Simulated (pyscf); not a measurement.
Elementary routes open to `[CH3][Si]([Cl])[Cl]` [doublet] + `[ClH]` in the gas phase (doublet surface):
A. `[CH3][Si]([Cl])([Cl])[Cl]` + `[H]` [doublet] (Cl–H broken; Cl–Si formed)
B. `[CH4]` + `[Cl][Si]([Cl])[Cl]` [doublet] (C–Si, Cl–H broken; C–H, Cl–Si formed)

PySCF, gas phase, ωB97X-D3(BJ)/def2-SVP geometries.

Problem. Rank the routes by free-energy barrier at 600 K, lowest first, for ωB97M-D3(BJ)/def2-TZVP energies (ideal gas, 1 atm, RRHO with modes under 100 cm⁻¹ raised to 100, one conformer, R ln 2 for chiral ones without a mode under 150 cm⁻¹).

Solution. A (128.3 kJ/mol), B (222.8 kJ/mol)

Route A is the fastest of these, ahead of the next by 94.5 kJ/mol. The most stable products are those of B (ΔG = -74.5 kJ/mol), whose barrier is 94.5 kJ/mol higher: the kinetic and the thermodynamic product differ. At 1200 K A is still the fastest. Only these routes are compared; each barrier is that of the saddle found, and lower ones may exist.
